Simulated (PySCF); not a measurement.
# 2,2,2-Trifluoroethylamine (C2H4F3N): geometry, NMR shifts, spin-spin couplings, electronic excitations and core binding energies, part 2 of 2

PySCF 2.14.0. Atoms count from 0. The steps go on from the part before.

## (7) Core holes by ΔSCF: SCAN, X2C

What the job is given:

```
{"job": {"kind": "xps"}, "charge": 0, "multiplicity": 1}
N     -1.355642    -0.055931    -0.334489
C     -0.097913     0.558847    -0.006103
C      0.914043    -0.487986     0.398398
F      1.067276    -1.401880    -0.571694
F      2.108246     0.076368     0.611160
F      0.568503    -1.135392     1.506794
H     -2.081834     0.643135    -0.455559
H     -1.285478    -0.578509    -1.204332
H      0.384264     1.157774    -0.806403
H     -0.221467     1.223574     0.862224
```

With the program's defaults for keys left out, this is: delta-SCF UKS SCAN, pcX-2 on the ionised atom, pcseg-1 elsewhere, spin-free X2C.

What it wrote:

```text
ground state, core basis on atom 0 (N), 135 functions
  cycle   1  E = -432.92372297  |g| = 8.28e-01
  cycle   2  E = -432.73306197  |g| = 1.36e+00
  cycle   3  E = -433.04240696  |g| = 7.88e-02
  cycle   4  E = -433.04340683  |g| = 4.16e-02
  cycle   5  E = -433.04378623  |g| = 8.45e-03
  cycle   6  E = -433.04379581  |g| = 4.09e-03
  cycle   7  E = -433.04379791  |g| = 1.19e-03
  cycle   8  E = -433.04380000  |g| = 3.29e-04
  E(ground) = -433.03900147 Eh
hole in N 1s of atom 0
  cycle   1  E = -417.45099100  |g| = 1.85e+00
  cycle   2  E = -416.94142653  |g| = 1.99e+00
  cycle   3  E = -418.08759245  |g| = 3.70e-01
  cycle   4  E = -418.11920036  |g| = 1.83e-01
  cycle   5  E = -418.12876622  |g| = 5.59e-02
  cycle   6  E = -418.12974281  |g| = 1.12e-02
  cycle   7  E = -418.12978343  |g| = 4.56e-03
  cycle   8  E = -418.12978995  |g| = 2.09e-03
  cycle   9  E = -418.12979116  |g| = 7.60e-04
  cycle  10  E = -418.12979171  |g| = 2.25e-04
  E(ion) = -418.12501032 Eh   <S^2> = 0.7642   hole on atom = 1.000   binding energy = 405.830 eV
ground state, core basis on atom 1 (C), 135 functions
  cycle   1  E = -433.03292280  |g| = 5.92e-02
  cycle   2  E = -433.03285684  |g| = 2.77e-02
  cycle   3  E = -433.03288853  |g| = 2.48e-02
  cycle   4  E = -433.03301808  |g| = 2.07e-03
  cycle   5  E = -433.03301803  |g| = 5.92e-04
  cycle   6  E = -433.03301773  |g| = 1.35e-04
  E(ground) = -433.02950916 Eh
hole in C 1s of atom 1
  cycle   1  E = -421.73082958  |g| = 1.51e+00
  cycle   2  E = -420.98499845  |g| = 1.91e+00
  cycle   3  E = -422.21692785  |g| = 4.11e-01
  cycle   4  E = -422.25803641  |g| = 2.43e-01
  cycle   5  E = -422.27656304  |g| = 4.79e-02
  cycle   6  E = -422.27728323  |g| = 1.45e-02
  cycle   7  E = -422.27736392  |g| = 8.23e-03
  cycle   8  E = -422.27739792  |g| = 3.21e-03
  cycle   9  E = -422.27740510  |g| = 1.73e-03
  cycle  10  E = -422.27740685  |g| = 1.21e-03
  cycle  11  E = -422.27740698  |g| = 2.97e-04
  E(ion) = -422.27480006 Eh   <S^2> = 0.7716   hole on atom = 1.000   binding energy = 292.651 eV
ground state, core basis on atom 2 (C), 135 functions
  cycle   1  E = -433.04279560  |g| = 6.27e-02
  cycle   2  E = -433.04269291  |g| = 3.75e-02
  cycle   3  E = -433.04278263  |g| = 3.07e-02
  cycle   4  E = -433.04293901  |g| = 2.87e-03
  cycle   5  E = -433.04294023  |g| = 5.52e-04
  cycle   6  E = -433.04294116  |g| = 9.47e-05
  E(ground) = -433.03896302 Eh
hole in C 1s of atom 2
  cycle   1  E = -421.55553983  |g| = 1.50e+00
  cycle   2  E = -418.07390264  |g| = 2.97e+00
  cycle   3  E = -421.82003854  |g| = 7.79e-01
  cycle   4  E = -422.01524171  |g| = 4.25e-01
  cycle   5  E = -422.07226546  |g| = 1.68e-01
  cycle   6  E = -422.07927067  |g| = 7.92e-02
  cycle   7  E = -422.08154413  |g| = 1.34e-02
  cycle   8  E = -422.08159939  |g| = 6.60e-03
  cycle   9  E = -422.08161621  |g| = 1.57e-03
  cycle  10  E = -422.08161722  |g| = 1.06e-03
  cycle  11  E = -422.08161832  |g| = 4.57e-04
  E(ion) = -422.08100937 Eh   <S^2> = 0.7712   hole on atom = 1.000   binding energy = 298.181 eV
ground state, core basis on atom 3 (F), 135 functions
  cycle   1  E = -433.07429952  |g| = 1.18e-01
  cycle   2  E = -433.07392282  |g| = 6.55e-02
  cycle   3  E = -433.07392853  |g| = 6.55e-02
  cycle   4  E = -433.07450426  |g| = 2.89e-03
  cycle   5  E = -433.07450636  |g| = 9.48e-04
  cycle   6  E = -433.07450761  |g| = 1.68e-04
  E(ground) = -433.07301946 Eh
hole in F 1s of atom 3
  cycle   1  E = -406.68676156  |g| = 2.58e+00
  cycle   2  E = -404.80546414  |g| = 2.62e+00
  cycle   3  E = -406.88159680  |g| = 1.24e+00
  cycle   4  E = -407.53379645  |g| = 3.13e-01
  cycle   5  E = -407.55498065  |g| = 1.65e-01
  cycle   6  E = -407.56419400  |g| = 5.96e-02
  cycle   7  E = -407.56530454  |g| = 2.09e-02
  cycle   8  E = -407.56544035  |g| = 5.52e-03
  cycle   9  E = -407.56545186  |g| = 1.59e-03
  cycle  10  E = -407.56545273  |g| = 6.95e-04
  cycle  11  E = -407.56545315  |g| = 3.26e-04
  E(ion) = -407.57124822 Eh   <S^2> = 0.7571   hole on atom = 1.000   binding energy = 693.939 eV
```

It took 24 s on 1 thread, shared host.

Binding energies by hole, beside the orbital energy of the ground state; the difference holds orbital relaxation and, for a density functional, its self-interaction error:

```csv
hole,stands for,environment,ΔSCF (eV),−ε (eV),⟨S²⟩
N1s on N0,N0,amine nitrogen,405.83,386.1,0.764
C1s on C1,C1,sp3 CH2 bonded to N,292.65,275.2,0.772
C1s on C2,C2,CF3 carbon,298.18,280.2,0.771
F1s on F3,"F3, F4, F5",fluorine of a CF3 group,693.94,667.6,0.757
```

Each hole run stands for the others of its class of like atoms.

## (8) Comparing the runs: NMR shifts

Shifts (ppm), means over like atoms, with basis size and wall time (the measured row can stand on another reference than the computed rows):

| run | C2 | C1 | H8 | H6 | N0 | F3 | functions | time |
| --- | --- | --- | --- | --- | --- | --- | --- | --- |
| PBE0/pcSseg-1 | 130.5 | 48.0 | 3.08 | 0.37 | 21.2 | -89.1 | 122 | 8.5 s |
| KT3/pcSseg-2 | 133.5 | 49.2 | 3.30 | 0.60 | 25.6 | -106.6 | 272 | 36 s |
| measured | – | – | – | – | – | -76.2 | – | – |

Measured: G. Saielli, R. Bini, A. Bagno, Computational 19F NMR. 2. Organic compounds, RSC Adv. 2014, ESI (exp. from Berger-Braun-Kalinowski 1994 and Everett 1995).

## (9) Outcome

What follows sums up all 2 parts.

```
                                                                 quantity                        value
                                                              point group                           C1
                                     rotational constants (main isotopes)         5.33, 2.83, 2.79 GHz
                                   13C shifts against TMS (PBE0/pcSseg-1)              130.5, 48.0 ppm
   1H shifts against TMS (PBE0/pcSseg-1, means over atoms taken as alike)               3.08, 0.37 ppm
                                   15N shifts against NH3 (PBE0/pcSseg-1)                     21.2 ppm
19F shifts against CFCl3 (PBE0/pcSseg-1, means over atoms taken as alike)                    -89.1 ppm
                                 measured, and computed on the same scale        F3 δ -76.2, -89.1 ppm
                              largest coupling of the table (B3LYP/pcJ-1)     1J(C,F) C2–F3, -342.8 Hz
                                         lowest singlet (B3LYP/def2-SVPD)  6.41 eV (193 nm), f = 0.011
                                 brightest single state of those computed  state 4, 8.23 eV, f = 0.056
                                                           lowest triplet                      6.12 eV
                                        vertical ionisation energy (ΔSCF)                     10.35 eV
                                         C1s binding energies, SCAN/pcX-2      C2 298.18, C1 292.65 eV
                                         N1s binding energies, SCAN/pcX-2                 N0 405.83 eV
                                         F1s binding energies, SCAN/pcX-2                 F3 693.94 eV
                                                 range of the shift of F3          -106.6 to -89.1 ppm
```

Over 7 steps the energy fell by 0.202 eV; of the close pairs, N0–C1 changed most, 1.480 to 1.438 Å. The one measured 19F shift is missed by -12.9 ppm (computed less measured, unscaled). Vibration, temperature and solvent are missing from the calculation, and it holds one conformer, so part of the miss against the measured shifts is not the functional's. In the run at B3LYP/pcJ-1, the largest coupling of the table is C2–F3 (mean over like pairs), -342.8 Hz, of which the Fermi-contact term gives -318.3 Hz. Density functionals describe couplings to fluorine poorly, F–F couplings above all, so those rows are rough. The lowest singlet, at 6.41 eV, is HOMO→LUMO 0.98 and is weak; of the 10 states computed, the strongest absorption comes from state 4 at 8.23 eV. The lowest triplet lies 0.29 eV below the lowest singlet (triplets in Tamm-Dancoff, singlets in full TDDFT). At B3LYP/def2-SVPD, the highest states lie near or above the ionisation energy, where they hang on the basis. The C1s levels kept as sound span 5.53 eV, from C1 (sp3 CH2 bonded to N) up to C2 (CF3 carbon).
